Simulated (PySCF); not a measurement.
From one molecule to another.

First species: C₄H₅OP.
SMILES: `C(C=C)P=C=O`

Second species: 2-methyl-3-buten-2-ol, C₅H₁₀O.
Cartesian coordinates in Å at the GFN2-xTB level; atoms count from 1:
```
atom  x, y, z in Å
C1     1.849   -1.230    0.186
C2     0.803   -0.732   -0.445
C3    -0.205    0.217    0.163
C4    -0.051    1.595   -0.488
C5    -1.619   -0.335   -0.081
O6     0.008    0.409    1.549
H7     2.541   -1.897   -0.299
H8     2.066   -0.977    1.211
H9     0.610   -0.979   -1.479
H10   -0.775    2.282   -0.058
H11   -0.207    1.531   -1.561
H12    0.947    1.976   -0.291
H13   -1.820   -0.418   -1.145
H14   -2.354    0.332    0.365
H15   -1.722   -1.321    0.371
H16   -0.078   -0.444    1.990
```

Levels: CAM-B3LYP/def2-SVPD for dipole moment, HOMO energy, LUMO energy, HOMO–LUMO gap, static isotropic polarisability and electronic spatial extent ⟨r²⟩ about the centre of nuclear charge; TDDFT CAM-B3LYP/def2-SVPD for lowest singlet excitation; TDA CAM-B3LYP/def2-SVPD for lowest triplet excitation (Tamm–Dancoff); GFN2-xTB for rotational constant A and rotational constant C. Geometries: GFN2-xTB. All species are isolated and taken at one optimised geometry, non-relativistic unless stated. Electronic properties by PySCF.

Dipoles, sizes and rotational constants follow the conformer. The torsions of the flexible species, by atom-mapped SMILES:
- `[CH2:1]=[CH:2][CH2:3][P:4]=[C:5]=[O:6]`: C1–C2–C3–P4 -103°, C2–C3–P4–C5 -60°
- `[CH2:1]=[CH:2][C:3]([CH3:4])([CH3:5])[OH:6]`: C1–C2–C3–C4 111°, H–O6–C3–C2 -61°

Which of the two has the higher S1 energy, and by how much?

The second: 7.13 eV against 2.69 eV, a difference of 4.44 eV.

Which has the higher LUMO energy?

The second: 1.17 eV against -0.82 eV, a difference of 1.99 eV.

Which has the higher T1 energy?

The second: 4.56 eV against 2.35 eV, a difference of 2.21 eV.

Which has the higher rotational constant A?

The first: 5.012 GHz against 4.674 GHz, a difference of 0.338 GHz.

Which has the higher HOMO energy?

The first: -7.80 eV against -8.95 eV, a difference of 1.15 eV.

Which has the higher static isotropic polarisability?

The first: 77.7 au against 66.5 au, a difference of 11.2 au.

Which has the higher ⟨r²⟩?

The first: 801 bohr² against 610 bohr², a difference of 191 bohr².

Which has the higher dipole moment?

The first: 1.88 D against 1.52 D, a difference of 0.36 D.

On the first: S1 lies 4.29 eV below the HOMO–LUMO gap; its leading configuration is HOMO→LUMO, weight 0.96. 1 of the 8 computed singlets lies in the visible range (750 to 380 nm, 1.65 to 3.26 eV), with an oscillator strength of 0.000.

On the second: S1 lies 2.99 eV below the HOMO–LUMO gap; its leading configuration is HOMO→LUMO, weight 0.68. The principal polarisabilities are 60.3, 60.8 and 78.3 au; their mean is the isotropic value.
